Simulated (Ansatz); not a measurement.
## Molecular dynamics of H7N2Si

Input:

```yaml
crystal:
  periodic: [false, false, false]
  atoms:
    - { symbol: Si, position_ang: [-0.049788, 0.049375, -0.047801] }
    - { symbol: H, position_ang: [-0.0939, -0.073373, 1.704986] }
    - { symbol: H, position_ang: [1.386895, 0.144989, -0.422676] }
    - { symbol: "N", position_ang: [-0.801071, 1.407974, -0.780392] }
    - { symbol: H, position_ang: [-1.789184, 1.559401, -0.72412] }
    - { symbol: H, position_ang: [-0.299985, 2.256714, -0.953645] }
    - { symbol: "N", position_ang: [-0.896312, -1.368444, -0.513275] }
    - { symbol: H, position_ang: [-0.952488, -2.172703, 0.078633] }
    - { symbol: H, position_ang: [-1.110485, -1.583036, -1.467916] }
    - { symbol: H, position_ang: [-0.159383, -0.220897, 2.677107] }
magnetization:
  spin_polarized: true
  initial_magnetization: 1
basis:
  gaussian: { orbitals: def2-SVP }
hamiltonian:
  xc: hf
md:
  timestep: 0.5
  n_steps: 200
  ensemble: nve
  temperature: 100.0
  initial_velocities: maxwell_boltzmann
  seed: 4135
```

Command:

```bash
$ ansatz run input.yaml --threads 2 --pin off --max-ram 3072MiB --backend cpu --events-out ev --progress --plain --runs-dir out
```

It starts at the highest image of a converged band, a first-order saddle point between two minima.

Output, in part (one step line in 4, the closing report, with atoms numbered from 0):

```
md step     0: t =     0.00 fs  T =   100.0 K  F+E_penalty+E_count = -10930.14098748 eV  E_kin = 0.103408 eV  conserved = -10930.03757948 eV  (35 SCF iters)
md step     4: t =     2.00 fs  T =    90.0 K  F+E_penalty+E_count = -10930.13051849 eV  E_kin = 0.093046 eV  conserved = -10930.03747200 eV  (26 SCF iters)
md step     8: t =     4.00 fs  T =    76.7 K  F+E_penalty+E_count = -10930.11677186 eV  E_kin = 0.079283 eV  conserved = -10930.03748856 eV  (26 SCF iters)
md step    12: t =     6.00 fs  T =    63.4 K  F+E_penalty+E_count = -10930.10296398 eV  E_kin = 0.065557 eV  conserved = -10930.03740735 eV  (26 SCF iters)
md step    16: t =     8.00 fs  T =    63.3 K  F+E_penalty+E_count = -10930.10291166 eV  E_kin = 0.065489 eV  conserved = -10930.03742274 eV  (26 SCF iters)
md step    20: t =    10.00 fs  T =    78.3 K  F+E_penalty+E_count = -10930.11833245 eV  E_kin = 0.080946 eV  conserved = -10930.03738663 eV  (27 SCF iters)
md step    24: t =    12.00 fs  T =   114.0 K  F+E_penalty+E_count = -10930.15539854 eV  E_kin = 0.117867 eV  conserved = -10930.03753160 eV  (27 SCF iters)
md step    28: t =    14.00 fs  T =   157.1 K  F+E_penalty+E_count = -10930.19977188 eV  E_kin = 0.162405 eV  conserved = -10930.03736667 eV  (26 SCF iters)
md step    32: t =    16.00 fs  T =   254.2 K  F+E_penalty+E_count = -10930.30045501 eV  E_kin = 0.262862 eV  conserved = -10930.03759320 eV  (25 SCF iters)
md step    36: t =    18.00 fs  T =   366.0 K  F+E_penalty+E_count = -10930.41611638 eV  E_kin = 0.378467 eV  conserved = -10930.03764902 eV  (25 SCF iters)
md step    40: t =    20.00 fs  T =   471.4 K  F+E_penalty+E_count = -10930.52499013 eV  E_kin = 0.487440 eV  conserved = -10930.03755042 eV  (26 SCF iters)
md step    44: t =    22.00 fs  T =   566.2 K  F+E_penalty+E_count = -10930.62342957 eV  E_kin = 0.585535 eV  conserved = -10930.03789470 eV  (26 SCF iters)
md step    48: t =    24.00 fs  T =   639.3 K  F+E_penalty+E_count = -10930.69901128 eV  E_kin = 0.661127 eV  conserved = -10930.03788472 eV  (26 SCF iters)
md step    52: t =    26.00 fs  T =   693.8 K  F+E_penalty+E_count = -10930.75495719 eV  E_kin = 0.717466 eV  conserved = -10930.03749084 eV  (26 SCF iters)
md step    56: t =    28.00 fs  T =   752.8 K  F+E_penalty+E_count = -10930.81644942 eV  E_kin = 0.778501 eV  conserved = -10930.03794850 eV  (26 SCF iters)
md step    60: t =    30.00 fs  T =   774.5 K  F+E_penalty+E_count = -10930.83816339 eV  E_kin = 0.800911 eV  conserved = -10930.03725287 eV  (26 SCF iters)
md step    64: t =    32.00 fs  T =   813.4 K  F+E_penalty+E_count = -10930.87937221 eV  E_kin = 0.841157 eV  conserved = -10930.03821561 eV  (26 SCF iters)
md step    68: t =    34.00 fs  T =   804.5 K  F+E_penalty+E_count = -10930.86912427 eV  E_kin = 0.831950 eV  conserved = -10930.03717440 eV  (27 SCF iters)
md step    72: t =    36.00 fs  T =   837.3 K  F+E_penalty+E_count = -10930.90396966 eV  E_kin = 0.865793 eV  conserved = -10930.03817620 eV  (26 SCF iters)
md step    76: t =    38.00 fs  T =   834.0 K  F+E_penalty+E_count = -10930.89968383 eV  E_kin = 0.862388 eV  conserved = -10930.03729604 eV  (26 SCF iters)
md step    80: t =    40.00 fs  T =   854.2 K  F+E_penalty+E_count = -10930.92117030 eV  E_kin = 0.883343 eV  conserved = -10930.03782745 eV  (25 SCF iters)
md step    84: t =    42.00 fs  T =   847.2 K  F+E_penalty+E_count = -10930.91358244 eV  E_kin = 0.876070 eV  conserved = -10930.03751264 eV  (26 SCF iters)
md step    88: t =    44.00 fs  T =   844.5 K  F+E_penalty+E_count = -10930.91089555 eV  E_kin = 0.873291 eV  conserved = -10930.03760467 eV  (25 SCF iters)
md step    92: t =    46.00 fs  T =   850.9 K  F+E_penalty+E_count = -10930.91791548 eV  E_kin = 0.879926 eV  conserved = -10930.03798996 eV  (25 SCF iters)
md step    96: t =    48.00 fs  T =   842.9 K  F+E_penalty+E_count = -10930.90886365 eV  E_kin = 0.871581 eV  conserved = -10930.03728308 eV  (26 SCF iters)
md step   100: t =    50.00 fs  T =   862.2 K  F+E_penalty+E_count = -10930.92966727 eV  E_kin = 0.891568 eV  conserved = -10930.03809962 eV  (25 SCF iters)
md step   104: t =    52.00 fs  T =   838.4 K  F+E_penalty+E_count = -10930.90405064 eV  E_kin = 0.866954 eV  conserved = -10930.03709700 eV  (26 SCF iters)
md step   108: t =    54.00 fs  T =   847.4 K  F+E_penalty+E_count = -10930.91431718 eV  E_kin = 0.876270 eV  conserved = -10930.03804740 eV  (26 SCF iters)
md step   112: t =    56.00 fs  T =   825.5 K  F+E_penalty+E_count = -10930.89085097 eV  E_kin = 0.853617 eV  conserved = -10930.03723435 eV  (26 SCF iters)
md step   116: t =    58.00 fs  T =   840.4 K  F+E_penalty+E_count = -10930.90711152 eV  E_kin = 0.869066 eV  conserved = -10930.03804562 eV  (25 SCF iters)
md step   120: t =    60.00 fs  T =   830.9 K  F+E_penalty+E_count = -10930.89685615 eV  E_kin = 0.859222 eV  conserved = -10930.03763369 eV  (25 SCF iters)
md step   124: t =    62.00 fs  T =   824.1 K  F+E_penalty+E_count = -10930.88970412 eV  E_kin = 0.852184 eV  conserved = -10930.03752006 eV  (25 SCF iters)
md step   128: t =    64.00 fs  T =   823.6 K  F+E_penalty+E_count = -10930.88937414 eV  E_kin = 0.851658 eV  conserved = -10930.03771627 eV  (24 SCF iters)
md step   132: t =    66.00 fs  T =   818.6 K  F+E_penalty+E_count = -10930.88374003 eV  E_kin = 0.846484 eV  conserved = -10930.03725555 eV  (25 SCF iters)
md step   136: t =    68.00 fs  T =   846.5 K  F+E_penalty+E_count = -10930.91353071 eV  E_kin = 0.875363 eV  conserved = -10930.03816805 eV  (24 SCF iters)
md step   140: t =    70.00 fs  T =   837.2 K  F+E_penalty+E_count = -10930.90301855 eV  E_kin = 0.865783 eV  conserved = -10930.03723604 eV  (25 SCF iters)
md step   144: t =    72.00 fs  T =   856.9 K  F+E_penalty+E_count = -10930.92426903 eV  E_kin = 0.886079 eV  conserved = -10930.03819035 eV  (25 SCF iters)
md step   148: t =    74.00 fs  T =   834.1 K  F+E_penalty+E_count = -10930.89974409 eV  E_kin = 0.862564 eV  conserved = -10930.03717998 eV  (26 SCF iters)
md step   152: t =    76.00 fs  T =   845.4 K  F+E_penalty+E_count = -10930.91199143 eV  E_kin = 0.874160 eV  conserved = -10930.03783167 eV  (25 SCF iters)
md step   156: t =    78.00 fs  T =   839.0 K  F+E_penalty+E_count = -10930.90507394 eV  E_kin = 0.867622 eV  conserved = -10930.03745213 eV  (26 SCF iters)
md step   160: t =    80.00 fs  T =   843.3 K  F+E_penalty+E_count = -10930.90979833 eV  E_kin = 0.872035 eV  conserved = -10930.03776350 eV  (25 SCF iters)
md step   164: t =    82.00 fs  T =   840.8 K  F+E_penalty+E_count = -10930.90741172 eV  E_kin = 0.869468 eV  conserved = -10930.03794342 eV  (25 SCF iters)
md step   168: t =    84.00 fs  T =   823.0 K  F+E_penalty+E_count = -10930.88831932 eV  E_kin = 0.851038 eV  conserved = -10930.03728108 eV  (37 SCF iters)
md step   172: t =    86.00 fs  T =   837.9 K  F+E_penalty+E_count = -10930.90446682 eV  E_kin = 0.866497 eV  conserved = -10930.03797027 eV  (25 SCF iters)
md step   176: t =    88.00 fs  T =   827.5 K  F+E_penalty+E_count = -10930.89278257 eV  E_kin = 0.855682 eV  conserved = -10930.03710021 eV  (26 SCF iters)
md step   180: t =    90.00 fs  T =   851.1 K  F+E_penalty+E_count = -10930.91824964 eV  E_kin = 0.880098 eV  conserved = -10930.03815194 eV  (25 SCF iters)
md step   184: t =    92.00 fs  T =   829.9 K  F+E_penalty+E_count = -10930.89547855 eV  E_kin = 0.858230 eV  conserved = -10930.03724841 eV  (26 SCF iters)
md step   188: t =    94.00 fs  T =   839.4 K  F+E_penalty+E_count = -10930.90604861 eV  E_kin = 0.867987 eV  conserved = -10930.03806137 eV  (25 SCF iters)
md step   192: t =    96.00 fs  T =   827.0 K  F+E_penalty+E_count = -10930.89271635 eV  E_kin = 0.855231 eV  conserved = -10930.03748488 eV  (25 SCF iters)
md step   196: t =    98.00 fs  T =   831.7 K  F+E_penalty+E_count = -10930.89764138 eV  E_kin = 0.860043 eV  conserved = -10930.03759846 eV  (25 SCF iters)
md step   200: t =   100.00 fs  T =   834.1 K  F+E_penalty+E_count = -10930.90023398 eV  E_kin = 0.862505 eV  conserved = -10930.03772898 eV  (35 SCF iters)
Total energy: -10930.90023398 eV, -401.7031743685 hartree
Atom 0 at    -0.061246     0.108701    -0.318173 Å, force     0.304901    -0.142692    -0.240444 eV/Å
Atom 1 at     0.560802    -1.367151     8.918385 Å, force     0.151958    -0.198484     0.803923 eV/Å
Atom 2 at     1.292517     0.203867    -0.951274 Å, force     0.053982    -0.114258     0.207077 eV/Å
Atom 3 at    -0.843385     1.460886    -1.020452 Å, force    -0.357108     0.109903    -0.177738 eV/Å
Atom 4 at    -1.829045     1.632851    -0.953900 Å, force     0.145294     0.078172     0.008561 eV/Å
Atom 5 at    -0.351102     2.155042    -1.553023 Å, force    -0.131570    -0.118157     0.154558 eV/Å
Atom 6 at    -0.923004    -1.353796    -0.641055 Å, force    -0.009859    -0.016272     0.169817 eV/Å
Atom 7 at    -0.909154    -2.135814    -0.011201 Å, force     0.011368     0.188790    -0.127489 eV/Å
Atom 8 at    -1.204094    -1.620610    -1.565756 Å, force    -0.017020     0.014482     0.005694 eV/Å
Atom 9 at     0.699686    -1.548840     9.653731 Å, force    -0.151948     0.198515    -0.803959 eV/Å
Dipole moment:    -0.194602    -0.041048    -0.134048 e Å
```

The run went to its last step. The conserved energy stayed within 0.066 meV per atom of its start (net change -0.015 meV per atom), so the integration is sound. The kinetic energy rose, since the run started high on the potential surface and went downhill. It ends in pieces (H2 + H5N2Si), so much of that is their flight and rotation, not heat. A run of 0.1 ps of so small a system gives no equilibrium averages.

Between its relaxed ends the band would form H2–H10 and break Si1–H2. These pairs go: H2–H10 0.99 → 0.77 Å, Si1–H2 1.76 → 9.37 Å. In the last frame they stand as after the step (other bonds may differ from the relaxed reactants and products). It ends as H2 + H5N2Si. Pairs count as bonded within 1.25 times the sum of covalent radii (0.12 Å more for H–H).

Last frame:

```xyz
10
Properties=species:S:1:pos:R:3
Si -0.061 0.109 -0.318
H 0.561 -1.367 8.918
H 1.292 0.204 -0.951
N -0.843 1.461 -1.020
H -1.829 1.633 -0.954
H -0.351 2.155 -1.553
N -0.923 -1.354 -0.641
H -0.909 -2.136 -0.011
H -1.204 -1.621 -1.566
H 0.700 -1.549 9.654
```

The run took 110 s on 2 threads of Arm Neoverse V2 (shared host), peak memory 0.19 GiB.
